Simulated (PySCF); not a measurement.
Geometry (Å), atoms numbered from 1 in this order:
```xyz
5

O     0.889   -0.628   -1.060
S     0.149   -0.085    0.029
O     0.520   -0.151    1.403
F    -1.338   -0.588   -0.101
F    -0.189    1.416   -0.309
```

Geometry: PBE0-D3(BJ)/def2-SVP; GIAO shifts from PySCF 2.14, gas phase, non-relativistic, averaged over equivalent atoms.

At PBE0/pcSseg-1 (92 basis functions, 3.8 s wall time on 1 thread of an Arm Neoverse V2, shared host):
```
atoms  δ (ppm)
O1/O3    253.4
   S2    313.7
F4/F5     70.9
```

δ = σ(ref) − σ, references computed at the same level: 17O (σref 334.56) against H2O; 33S (σref 495.66) against CS2; CFCl3 for 19F (σref 177.25).

What do these become at mPW1PW91/pcSseg-2?

## Answers


```csv
atoms,δ at mPW1PW91/pcSseg-2,change
O1/O3,236.6,-16.8
S2,335.5,+21.8
F4/F5,71.6,+0.7
```

References, each an isolated molecule treated in the same way: H2O for 17O (σref 327.10); CS2 for 33S (σref 499.37); CFCl3 for 19F (σref 177.19).

The largest change is at S2 (sulfonyl sulfur). Cost: 187 basis functions, 9.6 s wall time on 1 thread of an Arm Neoverse V2, shared host.

Unscaled 19F shifts against computed CFCl3 carry errors that often reach 10 to 50 ppm. Unscaled 17O shifts of doubly bonded oxygen tend to come out too high, by tens of ppm or more. Experimental scales use liquid or dissolved standards, which lie at an offset from isolated H2O (liquid H2O: subtract about 36 ppm).
